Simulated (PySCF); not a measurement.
Gas-phase reaction: H3SiOH + O = SiO2 + 2 H2

Method: PySCF energies (xtb for GFN2) plus ideal-gas RRHO corrections (1 bar). † marks an energy on the PBE0/def2-TZVP geometry and frequencies; other levels use their own. MP2 freezes the core. Open shells (unrestricted): O (multiplicity 3); the rest are closed-shell singlets. GFN2 has no spin-polarisation term. Spin-orbit splitting is ignored; it lowers the true energy and changes the entropy of O. H3SiOH: computed as isolated molecules; such fragments, hydroxides, amides, oligomers or adducts are transient or little studied in the gas. MP2 isn't extrapolated to the basis-set limit.

```tsv
level	ΔH°(298 K), kJ
GFN2-xTB	(withheld)
M06-2X/def2-TZVP†	-225
MP2/def2-TZVPP†	(withheld)
r2SCAN/def2-TZVP†	-245
ωB97M-V/def2-TZVP†	-228
ωB97X-V/def2-TZVP†	(withheld)
```

Fill in the missing entries.


- GFN2-xTB, ΔH°(298 K), kJ: -762
- MP2/def2-TZVPP†, ΔH°(298 K), kJ: -279
- ωB97X-V/def2-TZVP†, ΔH°(298 K), kJ: -209
